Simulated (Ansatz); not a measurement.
## CH₄SSi, SMILES C[Si]S: a relaxed scan of one distance, step by step

With Ansatz 0.2.0 through its Python package.

Notebook, run cell by cell (the value of a cell's last expression is shown):

**Cell 1**
```python
import ansatz as az
import numpy as np
```

**Cell 2**
```python
BASIS_SET = "def2-SVP"
XC = "pbe"
VDW = "d3bj"
```

**Cell 3**
```python
geometry_ang = [
    ("C", (-0.8601, 0.607, -0.2413)),
    ("Si", (0.302, -0.0554, 0.9407)),
    ("S", (1.6235, -1.3422, -0.1299)),
    ("H", (-1.4161, -0.1241, -0.7473)),
    ("H", (-0.4079, 1.2264, -1.0524)),
    ("H", (-1.6156, 1.3333, 0.2508)),
    ("H", (2.4354, -1.713, 0.9336)),
]
system = az.Crystal.molecule()
for symbol, xyz in geometry_ang:
    system = system.atom(symbol, xyz)
```

**Cell 4**
```python
model = (
    system.calculation()
    .basis(gaussian=BASIS_SET)
    .functional(XC, dispersion=VDW)
)
symbols = [site.symbol for site in system.cartesian_sites]
pairs = [(0, 1), (0, 3), (0, 4), (0, 5), (1, 2), (2, 6)]
print("held (A)   E (eV)        ", "  ".join(f"{symbols[i]}{i}-{symbols[j]}{j}" for i, j in pairs))
for length in [1.28, 1.39, 1.5, 1.67, 1.87]:
    data = model.relax(constraints=[az.DistanceConstraint((2, 6), at=length)], force_tolerance=0.02, max_steps=60).run(threads=1).report
    xyz = np.array(data["positions_ang"])
    print(f"{length:6.2f} {data['free_energy_ev']:14.5f}  ", "  ".join(f"{np.linalg.norm(xyz[i] - xyz[j]):.3f}" for i, j in pairs))
```
Output:
```text
held (A)   E (eV)         C0-Si1  C0-H3  C0-H4  C0-H5  Si1-S2  S2-H6
DeckWarning: relax.constraints: the input's atoms, or those drawn, lie off the distances that are held; a relaxation that starts there is brought onto them ahead of its first SCF, by positions alone, an atom by 5.42e-2 Å at the most. With the symmetry detection on, the symmetry is detected on the input's atoms as so [...]
  1.28   -19798.11563   1.926  1.112  1.112  1.109  2.167  1.280
  1.39   -19798.20789   1.928  1.112  1.112  1.109  2.165  1.390
  1.50   -19798.03738   1.929  1.112  1.112  1.109  2.163  1.500
  1.67   -19797.54613   1.932  1.109  1.113  1.113  2.150  1.670
  1.87   -19796.84586   1.937  1.109  1.113  1.112  2.135  1.870
```

What to keep in mind:
- Total energies depend on the basis set; only differences at equal settings carry meaning.
- Warnings are shown shortened and without file and line.
- The energies are electronic: no zero-point or thermal terms, and the basis set is short of its limit.
- It ran for 89 s on 1 thread of Intel(R) Xeon(R) Platinum 8488C (Sapphire Rapids), on a shared host, peak memory 0.22 GiB.
